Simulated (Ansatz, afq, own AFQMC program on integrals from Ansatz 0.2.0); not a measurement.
BH4, doublet: AFQMC among the cluster methods

```xyz
5

B     0.0000    0.0000    0.0000
H     0.4147    0.8125    0.8107
H    -0.4243   -0.8077    0.8105
H    -0.4128    0.8086   -0.8154
H     0.4225   -0.8134   -0.8057
```

Basis 6-31G. Noble-gas cores (and the filled d shells of Ga–Kr and In–Xe) are frozen. Ansatz 0.2.0 and our own AFQMC program on the same integrals; the CISD trial comes from CCSD amplitudes, and released means the phaseless constraint is let go. Error bars are statistical, one sigma.

Determinant: UHF, the one that the program's search chose, which needn't be the lowest solution. The geometry is a PBE0/def2-TZVP stationary point of this or a neighbouring charge and spin state.

Full CI on the same integrals is exact in this basis and with this determinant's frozen core.

```
T1 diagnostic                               : 0.0129
weight of the determinant in the CISD state : 0.939
⟨S²⟩ of the determinant                     : 0.763
size of the correlated space                : 7 electrons in 16 orbitals
```

| level | correlation energy (eV) |
| --- | --- |
| MP2 | -1.8918 |
| CCSD | -2.5267 |
| CCSD(T) | -2.5706 |

Task: Estimate where phaseless AFQMC with a CISD trial lies against CCSD(T) on the same integrals.

Result: 0.28 ± 0.05 kcal/mol below CCSD(T).

Reference: full CI, correlation energy -2.587 eV. The released energy is read at 2.40 1/Eh (meV from the phaseless value at times in 1/Eh: -1.0 ± 2.1 at 0.24, -1.4 ± 1.6 at 0.51, -3.2 ± 1.9 at 0.99, -3.9 ± 2.1 at 1.62, -0.4 ± 1.8 at 2.40).

```tsv
level	E − E(reference) (kcal/mol)	share of correlation (%)
CCSD(T)	0.38	99.37
CCSDT	0.04	99.94
CCSDT(Q)	0.01	99.99
CCSDTQ	0.00	100.00
ph-AFQMC/HF	0.91 ± 0.44	98.47
ph-AFQMC/CISD	0.10 ± 0.05	99.83
released AFQMC	0.09 ± 0.04	99.85
```

CCSDT and higher add their correlation energy to the determinant of the CCSD(T) run, since their own runs factorise the integrals more tightly (a shift of under 2 meV). A walk keeps the symmetry of its determinant, which the program's search chose and which needn't be the lowest solution, so a lower state of the same spin and another symmetry isn't excluded. Released energies are given only where the last usable release times agree within the noise; a slower fall can still hide under it.
